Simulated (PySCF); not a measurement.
A TDDFT job was run through a driver script with this input:

```
{"job": {"kind": "uv", "xc": "CAM-B3LYP", "basis": "def2-SVPD", "nstates": 8, "ntriplets": 3}, "charge": 1, "multiplicity": 1}
C     -0.597284     0.980778     0.933496
N     -0.086882     0.142283     0.134104
C      1.262941    -0.330470     0.266431
C     -0.812442    -0.409206    -0.976039
H     -1.616751     1.320329     0.810356
H     -0.027577     1.380444     1.761391
H      1.267852    -1.415557     0.384777
H      1.762449     0.120835     1.121073
H      1.828201    -0.098980    -0.638137
H     -1.825386    -0.015589    -1.026374
H     -0.295263    -0.179415    -1.909411
H     -0.858661    -1.496139    -0.887693
```

Computed with TDDFT CAM-B3LYP/def2-SVPD, vertical, gas phase, core orbitals frozen in the response in PySCF. Job line and output are in the format of a driver script around the code.

(1) What does the script print for it, SCF cycles aside?

Results:

(1) 
```
converged SCF energy = -173.3960797905

Static polarisability (au): isotropic 40.382, principal 30.808 40.978 49.360

Singlet excitations
state   eV       nm        f      main configurations
  1   7.6329    162.4   0.32472   H->L 0.98
  2   7.8678    157.6   0.00000   H-4->L 0.74, H-1->L 0.24
  3   8.0831    153.4   0.00000   H-1->L 0.75, H-4->L 0.24
  4   8.6793    142.9   0.00113   H-3->L 0.97
  5   8.6912    142.7   0.05785   H-2->L 0.99
  6  10.0759    123.1   0.01543   H->L+1 0.94
  7  11.2541    110.2   0.02282   H-6->L 0.64, H->L+2 0.22, H->L+5 0.08
  8  11.2569    110.1   0.00000   H->L+3 0.50, H->L+4 0.32, H-2->L+1 0.13

Triplet excitations (Tamm-Dancoff, eV): 4.7552 7.2458 7.9756
```

Geometry: GFN2-xTB; no solvent, vibrations or thermal averaging.

H and L stand for HOMO and LUMO.
